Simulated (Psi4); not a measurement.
**[HO2]− (hydroperoxide(1-)): TPSSh/def2-TZVPPD**

What is the energy change on altering one bond length of [HO2]− (hydroperoxide(1-)) at TPSSh/def2-TZVPPD? 

Program for the calculation: Psi4 1.11.

1 further run of the same task is left out (set aside as unsound or not needed).

### Step 1. Starting point

The species is [HO2]− (3 atoms), meant as a singlet with charge -1. SMILES: `[O-]O`. The coordinates come from a PBE0-D4/def2-TZVPD relaxation.

Bond lengths: O1–O2 1.479 Å, O2–H3 0.961 Å. Angles: O1–O2–H3 100.1°.

### Step 2. Energy and gradient at TPSSh/def2-TZVPPD

File input.dat:

```
memory 2.2 GB

molecule {
  -1 1
  O
  O 1 r2
  H 2 r3 1 a3

  r2 = 1.479374
  r3 = 0.960735
  a3 = 100.13206
  units angstrom
  symmetry c1
}

set basis def2-TZVPPD
set puream true
set e_convergence 1e-09
set d_convergence 1e-08
set scf_type pk
set dft_radial_points 99
set dft_spherical_points 590

energy_value, wavefunction = gradient("tpssh", return_wfn=True)
oeprop(wavefunction, "LOWDIN_CHARGES", "MULLIKEN_CHARGES", "QUADRUPOLE", title="TPSSH")
```

On the command line:

```console
$ psi4 -n 1 input.dat output.dat
```

output.dat:

```text
[...]
  Running in c1 symmetry.
[...]
  Nuclear repulsion =   29.527073894341395
[...]
  Multiplicity = 1
[...]
  Nalpha       = 9
  Nbeta        = 9
[...]
    Number of basis functions: 97
[...]
   @RKS iter   1:  -150.75391739176084   -3.69067e-01   7.88586e-03 DIIS/ADIIS
[...]
   @RKS iter  11:  -151.00521351676875   -4.83169e-12   9.65613e-09 DIIS
[...]
    Orbital Energies [Eh]
    ---------------------
    Doubly Occupied:
       1A    -18.829588     2A    -18.750141     3A     -0.760620
       4A     -0.508542     5A     -0.200621     6A     -0.109934
       7A     -0.078774     8A      0.057122     9A      0.082672
[...]
  @RKS Final Energy:  -151.00521351676875
   => Energetics <=
    Nuclear Repulsion Energy =             29.5270738943413953
    One-Electron Energy =                -271.9353745047453117
    Two-Electron Energy =                 107.3837057999378146
    DFT Exchange-Correlation Energy =     -15.9806187063026375
    Empirical Dispersion Energy =           0.0000000000000000
    VV10 Nonlocal Energy =                  0.0000000000000000
    Total Energy =                       -151.0052135167687481
[...]
  -Total Gradient:
     Atom            X                  Y                   Z
    ------   -----------------  -----------------  -----------------
       1        0.000071839651    -0.013465294213    -0.000000000000
       2        0.003874606341     0.012647274840     0.000000000000
       3       -0.003946170190     0.000818020763     0.000000000000
[...]
 Multipole Moments:
 ------------------------------------------------------------------------------------
     Multipole            Electronic (a.u.)      Nuclear  (a.u.)        Total (a.u.)
 ------------------------------------------------------------------------------------
 L = 1.  Multiply by 2.5417464519 to convert [e a0] to [Debye]
 Dipole X            :         -0.3172158            0.8592570            0.5420412
 Dipole Y            :         -0.0854051           -0.8255909           -0.9109960
 Dipole Z            :         -0.0000000            0.0000000           -0.0000000
 Magnitude           :                                                    1.0600577
 L = 2.  Multiply by 1.3450342976 to convert [e a0^2] to [Debye ang]
 Quadrupole XX       :        -13.3011603            3.0496701          -10.2514903
 Quadrupole XY       :          1.8909142           -2.9301824           -1.0392682
[...]
  Mulliken Charges: (a.u.)
   Center  Symbol    Alpha    Beta     Spin     Total
       1     O     4.43038  4.43038  0.00000 -0.86075
       2     O     4.14633  4.14633  0.00000 -0.29267
       3     H     0.42329  0.42329  0.00000  0.15342
   Total alpha =  9.00000, Total beta =  9.00000, Total charge = -1.00000
  Lowdin Charges: (a.u.)
   Center  Symbol    Alpha    Beta     Spin     Total
       1     O     4.28928  4.28928  0.00000 -0.57856
       2     O     4.06346  4.06346  0.00000 -0.12692
       3     H     0.64726  0.64726  0.00000 -0.29452
[...]
```

Wall time 66 s (1 thread of Intel Xeon at 2.50GHz (Skylake/Cascade Lake), shared host); peak memory 0.95 GiB.

### Step 3. The distorted shape: the energy at TPSSh/def2-TZVPPD

File job.in:

```
memory 2200 mb

molecule m {
  -1 1
  O     -0.74154932     2.77231137    -0.09609824
  O     -0.45780505    -0.84259108    -0.34156800
  H      1.13389237    -1.09551203     0.49429566
  units bohr
  symmetry c1
  no_reorient
  no_com
}

set {
  basis                def2-TZVPPD
  reference            rks
  puream               true
  e_convergence        1e-09
  d_convergence        1e-08
  scf_type             pk
  dft_radial_points    99
  dft_spherical_points 590
}

e, wfn = energy('tpssh', return_wfn=True)
```

On the command line:

```console
$ psi4 -n 1 job.in job.out
```

job.out:

```text
[...]
  Running in c1 symmetry.
[...]
  Nuclear repulsion =   23.860121046489002
[...]
  Multiplicity = 1
[...]
  Nalpha       = 9
  Nbeta        = 9
[...]
    Number of basis functions: 97
[...]
   @RKS iter   1:  -150.75343468349669   -6.20593e-01   7.43701e-03 DIIS/ADIIS
[...]
   @RKS iter  12:  -150.97243612179528   -5.22959e-12   8.04318e-09 DIIS
[...]
    Orbital Energies [Eh]
    ---------------------
    Doubly Occupied:
       1A    -18.832093     2A    -18.803068     3A     -0.698718
       4A     -0.555753     5A     -0.182501     6A     -0.078967
       7A     -0.049309     8A      0.017015     9A      0.026364
[...]
  @RKS Final Energy:  -150.97243612179528
   => Energetics <=
    Nuclear Repulsion Energy =             23.8601210464890023
    One-Electron Energy =                -260.4851823202610035
    Two-Electron Energy =                 101.5326172051997986
    DFT Exchange-Correlation Energy =     -15.8799920532230914
    Empirical Dispersion Energy =           0.0000000000000000
    VV10 Nonlocal Energy =                  0.0000000000000000
    Total Energy =                       -150.9724361217952833
[...]
 Multipole Moments:
 ------------------------------------------------------------------------------------
     Multipole            Electronic (a.u.)      Nuclear  (a.u.)        Total (a.u.)
 ------------------------------------------------------------------------------------
 L = 1.  Multiply by 2.5417464519 to convert [e a0] to [Debye]
 Dipole X            :          9.5156613           -8.4609426            1.0547187
 Dipole Y            :        -15.9123778           14.3422503           -1.5701275
 Dipole Z            :          3.4059340           -3.0070343            0.3988998
 Magnitude           :                                                    1.9330942
[...]
```

Run time: 51 s. Hardware: 1 thread of Intel Xeon at 2.50GHz (Skylake/Cascade Lake), shared host; peak memory 0.93 GiB.

### Step 4. Outcome

At TPSSh/def2-TZVPPD:

```
                                                              quantity          value
                                             first shape: total energy  -151.00521 Eh
                                              first shape: HOMO energy        2.25 eV
                                              first shape: LUMO energy        4.68 eV
    first shape: HOMO–LUMO gap (to an unbound level, set by the basis)        2.43 eV
                                 first shape: largest force on an atom     0.692 eV/Å
                                         distorted shape: total energy  -150.97244 Eh
                                          distorted shape: HOMO energy        0.72 eV
                                          distorted shape: LUMO energy        3.12 eV
distorted shape: HOMO–LUMO gap (to an unbound level, set by the basis)        2.41 eV
     energy change with the O1–O2 bond stretched from 1.479 to 1.923 Å       0.892 eV
```

With the O1–O2 bond stretched from 1.479 to 1.923 Å the energy rises by 0.89 eV (86.1 kJ/mol). The first shape isn't relaxed at this level, so the change isn't measured from a minimum. The largest force (first shape) is 0.69 eV/Å: the shape isn't a stationary point for this species at this level. Mulliken charges (first shape) run from -0.86 on O1 to +0.15 on H3; in a basis this large or diffuse they mean little. The HOMO (first shape) lies at positive energy, 2.25 eV; only total energies tell whether the electron is bound. The HOMO (distorted shape) lies at positive energy, 0.72 eV; only total energies tell whether the electron is bound.
